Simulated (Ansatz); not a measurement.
3C-SiC, LA phonon frequency at X

Reference value: 640 cm⁻¹ (measured, temperature not stated, no zero-point or thermal correction; as tabulated in Wang et al. (1996), arXiv:mtrl-th/9510002).

```
level (code)           value (cm⁻¹)  cell (Å³/atom)
---------------------  ------------  --------------
LDA (Ansatz)                    635           10.14
PBE (Ansatz)                      ?           10.50
PBE-D3(BJ) (Ansatz)             634           10.28
LC-ωPBE (Ansatz)                670           10.10
Hartree–Fock (Ansatz)           691           10.41
```

Task: Some entries are withheld; supply them.

Result: 
- PBE (Ansatz, a quantum-chemistry and plane-wave program), value (cm⁻¹): 622

Differences against the reference: LDA -0.8 %, PBE -2.8 %, PBE-D3(BJ) -0.9 %, LC-ωPBE +4.7 %, Hartree–Fock +8.0 %.

Once the reference is moved by up to 3.0 % (a margin picked here for doubts on the reference and the settings, and for temperature and zero-point motion) and values within 1.0 % count as equal, the nearest can be LDA (-0.8 %), PBE-D3(BJ) (-0.9 %), PBE (-2.8 %) or LC-ωPBE (+4.7 %).

The measured value isn't corrected to a static lattice, so vibrations enter the comparison.  PBE-D3(BJ): the dispersion coefficients are held fixed in the derivatives. Each level is taken at its own relaxed cell. K meshes differ between the levels. Ansatz's density-functional and Hartree–Fock values are scalar-relativistic unless marked +SOC, with PAW data made under PBE.

Differences are worked out from the printed values.
